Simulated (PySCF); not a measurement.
## BN: frontier orbitals

PBE at R = 1.319 Å; PySCF, spin-free X2C with a Gaussian nucleus, basis sets B x2c-SVPall, N x2c-SVPall. State: ³Π (triplet), unpaired electrons σ ↑, π ↑. Only the outer orbitals are listed, counted within each symmetry.

```json
{"spin": "α", "orbital": "3σ", "occ.": "1", "ε (eV)": "-20.68", "on B (%)": "31", "main shells (%)": "64 N s, 17 B s, 13 B p"}
{"spin": "α", "orbital": "4σ", "occ.": "1", "ε (eV)": "-9.58", "on B (%)": "47", "main shells (%)": "42 B s, 35 N p, 18 N s"}
{"spin": "α", "orbital": "1π", "occ.": "1", "ε (eV)": "-9.00", "on B (%)": "30", "main shells (%)": "70 N p, 29 B p"}
{"spin": "α", "orbital": "1π", "occ.": "1", "ε (eV)": "-7.79", "on B (%)": "36", "main shells (%)": "64 N p, 35 B p"}
{"spin": "α", "orbital": "5σ", "occ.": "1", "ε (eV)": "-7.54", "on B (%)": "66", "main shells (%)": "38 B p, 28 N p, 28 B s"}
{"spin": "α", "orbital": "2π", "occ.": "0", "ε (eV)": "-1.97", "on B (%)": "74", "main shells (%)": "73 B p, 26 N p"}
{"spin": "α", "orbital": "2π", "occ.": "0", "ε (eV)": "-1.23", "on B (%)": "69", "main shells (%)": "67 B p, 31 N p"}
{"spin": "β", "orbital": "3σ", "occ.": "1", "ε (eV)": "-19.34", "on B (%)": "33", "main shells (%)": "62 N s, 18 B s, 14 B p"}
{"spin": "β", "orbital": "4σ", "occ.": "1", "ε (eV)": "-8.34", "on B (%)": "24", "main shells (%)": "54 N p, 22 N s, 22 B s"}
{"spin": "β", "orbital": "1π", "occ.": "1", "ε (eV)": "-7.26", "on B (%)": "33", "main shells (%)": "67 N p, 31 B p"}
{"spin": "β", "orbital": "1π", "occ.": "0", "ε (eV)": "-6.65", "on B (%)": "35", "main shells (%)": "65 N p, 34 B p"}
{"spin": "β", "orbital": "5σ", "occ.": "0", "ε (eV)": "-4.96", "on B (%)": "89", "main shells (%)": "54 B s, 34 B p, 10 N p"}
{"spin": "β", "orbital": "2π", "occ.": "0", "ε (eV)": "-0.23", "on B (%)": "72", "main shells (%)": "71 B p, 28 N p"}
```

**Question.** Which are the highest filled and the lowest empty level, where do they sit, and how wide is the gap?

**Answer.** Highest filled β 1π at -7.26 eV (in %: 67 N p, 31 B p); lowest empty β 1π at -6.65 eV (in %: 65 N p, 34 B p); the gap at PBE is 0.61 eV. Both belong to one degenerate shell, split only by its one-sided filling, so this is no excitation gap.

| Property | Result |
| --- | --- |
| bond order (Mayer) | 2.42 |
| ⟨S²⟩ | 2.003 |
| charge on B (Mulliken, basis-dependent) | 0.00 |
| charge on B (Löwdin, basis-dependent) | -0.03 |
| dipole moment (positive dipole means B(−)N(+)) | -1.59 D |
| polarisability along the bond | 25.2 bohr³ |
| polarisability across the bond | 14.8 bohr³ |

The state is the lowest determinant that a PBE0 search found; another state may lie lower at other levels.
